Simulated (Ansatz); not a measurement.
A run of Ansatz (development build ahead of 0.2.0) on singlet CF4 at this shape:

| atom | x (Å) | y (Å) | z (Å) |
| --- | --- | --- | --- |
| C | 0.0000 | 0.0000 | 0.0000 |
| F | 0.6988 | 0.6988 | 0.6988 |
| F | 0.6988 | -0.6988 | -0.6988 |
| F | -0.6988 | 0.6988 | -0.6988 |
| F | -0.6988 | -0.6988 | 0.6988 |

Its results:

```json
{"Converged": "yes", "Reference energy": "-435.77172 hartree", "Correlation energy": "-1.12737 hartree", "Total energy": "-436.89909 hartree", "Spin squared of the determinant": "0.000"}
```

Task: Which input gives this output? Name the method, the orbitals and the basis set, and write the input.

Result: RHF-MP2 in cc-pVTZ. An unrestricted run that stays on the closed shell gives the same numbers.

```yaml
crystal:
  periodic: [false, false, false]
  atoms:
    - { symbol: C, position_ang: [0.0, 0.0, 0.0] }
    - { symbol: F, position_ang: [0.69884, 0.69884, 0.69884] }
    - { symbol: F, position_ang: [0.69884, -0.69884, -0.69884] }
    - { symbol: F, position_ang: [-0.69884, 0.69884, -0.69884] }
    - { symbol: F, position_ang: [-0.69884, -0.69884, 0.69884] }
basis:
  gaussian: { orbitals: cc-pVTZ }
hamiltonian:
  xc: hf
correlation:
  method: mp2
  frozen_orbitals: { C: 1, F: 1 }
```

Caution: no unrestricted run beside it, a lower state can exist.
